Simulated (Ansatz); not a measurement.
Breaking a bond: NH, triplet.

- UMP2 = MP2 on UHF/cc-pVTZ, frozen core (Ansatz, an electronic-structure program)
- UKS-PBE = unrestricted PBE/cc-pVTZ (Ansatz)
- ROHF/cc-pVTZ (Ansatz)
- FCI = full CI/cc-pVTZ, frozen core (Ansatz)

Energies are in kcal/mol, each relative to the lowest point of its own curve between 0.84 and 1.29 Å, where full CI is lowest.

```csv
R / Å,UMP2,UKS-PBE,ROHF,FCI
0.74,78.1,82.3,74.9,79.6
0.79,46.9,50.7,44.2,48.3
0.84,25.9,29.1,23.7,27.1
0.88,14.7,17.3,12.9,15.7
0.93,5.8,7.7,4.6,6.6
0.97,1.9,3.1,1.1,2.4
1.00,0.4,1.1,0.0,0.7
1.04,0.0,0.0,0.0,0.0
1.06,0.3,0.0,0.6,0.2
1.11,2.4,1.2,3.3,1.8
1.15,5.1,3.1,6.5,4.1
1.22,11.4,8.0,13.5,9.4
1.29,19.3,14.2,21.9,15.9
1.37,30.2,21.9,32.1,23.7
1.50,48.3,35.0,49.4,36.4
1.63,60.3,47.6,66.3,47.7
1.80,68.6,61.6,86.8,59.4
2.01,73.0,73.5,—,68.9
2.24,74.9,80.4,—,74.5
2.55,75.7,84.6,—,77.6
2.97,76.1,86.6,—,78.8
3.44,76.2,87.3,—,79.2
```

At the longest distance, 3.44 Å, UKS-PBE lies highest above its minimum (87.3 kcal/mol) and UMP2 lowest (76.2 kcal/mol).

A dash means that the run gave no value there, or that the column was ended at a point which the program doubted or which failed a test of continuity chosen for this set; such a test can also cut sound points.

The unrestricted determinant behind UMP2 is spin-contaminated at 1.37 to 3.44 Å (<S²> up to 3.0, against 2.00 for a pure triplet). The unrestricted determinant behind UKS-PBE is spin-contaminated at 1.80 to 3.44 Å (<S²> up to 3.0, against 2.00 for a pure triplet).
